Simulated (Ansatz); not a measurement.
Candidate structures of ZnS, relaxed level by level: ZnS (P3m1, No. 156, 40 atoms in the cell; start mp-556280; a measured phase of this formula has another space group); ZnS (R3m, No. 160, 36 atoms in the cell; start mp-1196782; a measured phase of this formula has another space group); ZnS (model structure, started from the NiAs type, P6₃/mmc, No. 194, 4 atoms in the cell); ZnS (model structure, started from the litharge type, P4/nmm, No. 129, 4 atoms in the cell); zinc-blende ZnS. Levels: LDA (plane waves, PAW; Ansatz, a first-principles code), PBEsol (PAW; Ansatz).

Question: Rank the structures in energy at 0 K, level by level.

Answer: Lowest: LDA, zinc-blende ZnS (within 10 meV/atom of ZnS (R3m, No. 160, 36 atoms in the cell; start mp-1196782; a measured phase of this formula has another space group), too close to call); PBEsol, zinc-blende ZnS (within 10 meV/atom of ZnS (R3m, No. 160, 36 atoms in the cell; start mp-1196782; a measured phase of this formula has another space group), too close to call). Energies above the lowest of these candidates, meV/atom:

```json
[
 {"structure": "zinc-blende ZnS", "LDA": "0", "PBEsol": "0"},
 {"structure": "ZnS (R3m, No. 160, 36 atoms in the cell; start mp-1196782; a measured phase of this formula has another space group)", "LDA": "0", "PBEsol": "0"},
 {"structure": "ZnS (P3m1, No. 156, 40 atoms in the cell; start mp-556280; a measured phase of this formula has another space group)", "LDA": "1", "PBEsol": "0"},
 {"structure": "ZnS (model structure, started from the NiAs type, P6₃/mmc, No. 194, 4 atoms in the cell)", "LDA": "302", "PBEsol": "294"},
 {"structure": "ZnS (model structure, started from the litharge type, P4/nmm, No. 129, 4 atoms in the cell)", "LDA": "650", "PBEsol": "608"}
]
```

Started from a measured cell: zinc-blende ZnS.

Static-lattice energies; unlike cells have unlike k meshes, which leaves some meV/atom of uncertainty, and other structures than these can lie lower.

Note: the relaxation could not lower the start's symmetry, so the cell can be a saddle point above a distorted one.

A model structure was made by putting elements into a prototype or built by hand; it is no filed structure, need not be a known phase, and can be a saddle point held by its symmetry.

A start named mp-… is a Materials Project structure, which need not be a measured phase.
